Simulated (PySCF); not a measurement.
Structure problem from calculated spectra and properties.

Formula: C3H5FO2.

| Quantity | Value |
| --- | --- |
| 13C NMR | chemical shifts (computed TMS as zero) by class: 163.3 (1 C), 105.9 (1 C), 21.2 (1 C) ppm [GIAO PBE/pcSseg-2] |
| 1H NMR | chemical shifts (computed TMS as zero) by class: 8.16 (1 H), 7.04 (1 H), 1.35 (3 H) ppm [GIAO PBE/pcSseg-2] |
| Rotational structure | rotational constants A, B, C: 7.118, 2.509, 2.162 GHz [PBE0-D3(BJ)/def2-SVP] |
| Couplings | largest of the computed one-bond spin–spin couplings (means over like bonds): 19F–13C -285.0, 13C–1H +238.2, 13C–1H +180.5, 13C–1H +135.3 (×3), 13C–13C +50.0, 17O–13C +41.0, 17O–13C +30.1, 17O–13C +25.0 Hz [B3LYP/pcJ-1, spin–dipole term left out for some pairs] |
| Valence photoelectron | vertical ionisation energy: 11.32 eV [ΔSCF wB97X-D/def2-SVPD] |
| UV, strongest line | among the 10 lowest singlet transitions: S3 at 8.48 eV (146 nm, f = 0.122) [TDDFT wB97X-D/def2-SVPD] |

Electronic properties: PySCF, gas phase, density fitting. Levels stand in brackets. Isolated species at its PBE0-D3(BJ)/def2-SVP geometry (one conformer only). NMR values are class means; diastereotopic atoms form classes of their own.

Question: What is the compound? Reason from the data.

Answer: Numbering: `[CH3:1][C@@H:2]([F:3])[O:4][CH:5]=[O:6]`. Its formula, C3H5FO2, gives 1 degree of unsaturation: 0 rings and 1 π bond in the structure found. 3 carbons fall into 3 classes; from least to most shielded: ester carbonyl carbon [C5] (163.3 ppm), sp3 C–F carbon [C2] (105.9 ppm), methyl carbon [C1] (21.2 ppm). Hydrogen classes from least to most shielded: 1 H on an ester carbonyl carbon, C5 (8.16 ppm), 1 H on an sp3 C–F carbon, C2 (7.04 ppm), 3 H on a methyl carbon, C1 (1.35 ppm). The couplings run between: -285.0 Hz, alkyl fluorine [F3] and sp3 C–F carbon [C2]; +238.2 Hz, ester carbonyl carbon [C5] and its hydrogen; +180.5 Hz, sp3 C–F carbon [C2] and its hydrogen; +135.3 Hz, methyl carbon [C1] and its hydrogen (with 2 like pairs); +50.0 Hz, methyl carbon [C1] and sp3 C–F carbon [C2]; +41.0 Hz, ester single-bonded oxygen [O4] and ester carbonyl carbon [C5]; +30.1 Hz, ester carbonyl oxygen [O6] and ester carbonyl carbon [C5]; +25.0 Hz, ester single-bonded oxygen [O4] and sp3 C–F carbon [C2]. The first electron is taken from the HOMO, whose largest Löwdin shares are 0.66 on the ester carbonyl oxygen, 0.13 on the ester carbonyl carbon, 0.09 on the ester single-bonded oxygen and 0.07 on the formyl hydrogen. The optimised geometry has point group C1 and is an asymmetric top. Structure: `C[C@@H](F)OC=O`. Computed isomers that give other values at the same levels: `OC[C@@H]1O[C@@H]1F` (vertical ionisation energy: 10.75 eV); `C[C@H](F)C(=O)O` (rotational constant A: 5.188 GHz; this holds for the one conformer computed). The assignments are read from this structure; whether some other isomer fits the data as well wasn't checked. The mirror image fits equally.

Shape of the structure used: `[CH3:1][C@@H:2]([F:3])[O:4][CH:5]=[O:6]`: C1–C2–O4–C5 154°, C2–O4–C5–O6 -3°.
